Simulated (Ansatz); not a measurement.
UKS-PBE against FCI for diatomic hydrides: bond length at the minimum.

Values in Å, from Ansatz (a program for electronic structure). Where two bases are given, the first is that of UKS-PBE. Full CI is exact in its basis, with frozen cores. Scans on which UKS-PBE failed, held another spin at the minimum or broke off are missing, so the means are lower bounds.

```
system                    basis  UKS-PBE    FCI  UKS-PBE − FCI
------------------  -----------  -------  -----  -------------
HBe doublet            def2-SVP    1.366  1.352          0.014
CH cation singlet       cc-pVTZ    1.150  1.131          0.018
HMg doublet             cc-pVTZ    1.758  1.744          0.014
HBe cation singlet      cc-pVTZ    1.331  1.318          0.012
HBe cation singlet  aug-cc-pVQZ    1.328  1.315          0.013
HAl singlet         aug-cc-pVTZ    1.683  1.659          0.024
HMg doublet         aug-cc-pVDZ    1.766  1.754          0.012
HAl singlet         aug-cc-pVQZ    1.678  1.653          0.025
HBr singlet            def2-SVP    1.435  1.419          0.016
HSe doublet            def2-SVP    1.488  1.473          0.016
HLi singlet             cc-pVQZ    1.605  1.607         -0.002
HBe cation singlet      cc-pVDZ    1.346  1.333          0.014
HN triplet              cc-pVTZ    1.051  1.040          0.012
HAs triplet             cc-pVTZ    1.546  1.536          0.010
```

The mean error against full CI is 0.014 Å (median 0.014) and the mean absolute one 0.014 Å (median 0.014); UKS-PBE lies above in 13 and below in 1 of 14 cases. It is closest for HLi singlet (-0.002), HAs triplet (0.010), HMg doublet (0.012) and furthest off for HAl singlet (0.025), HAl singlet (0.024), CH cation singlet (0.018).
